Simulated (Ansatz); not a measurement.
We consider bcc Ba, described by r²SCAN-D4 (plane waves, PAW; Ansatz, a quantum-chemistry and plane-wave program).

Numerical settings: plane-wave cutoff 500 eV, 20×20×20 k mesh, Fermi–Dirac smearing 0.1 eV, scalar-relativistic PAW data made under PBE.

Computed at the level's own relaxed cell.

Question: Give the computed equilibrium volume per atom and lattice constant a.

Answer: 
- equilibrium volume per atom = 64.42 Å³/atom
- lattice constant a = 5.051 Å

Measured, for comparison: equilibrium volume per atom 62.31 Å³/atom (low-temperature or extrapolated to 0 K; zero-point anharmonic expansion removed; as tabulated in Csonka et al. (2009), arXiv:0903.4037); lattice constant a 4.995 Å (low-temperature or extrapolated to 0 K; zero-point anharmonic expansion removed, our sources range from 4.995 to 5.004; as tabulated in Csonka et al. (2009), arXiv:0903.4037). Computed (rounded) less measured: equilibrium volume per atom +3.4 %, lattice constant a +1.1 % (+0.9 % to +1.1 % over the range).

Spin–orbit coupling is not included.

The computed numbers hold no vibrational or temperature effects.
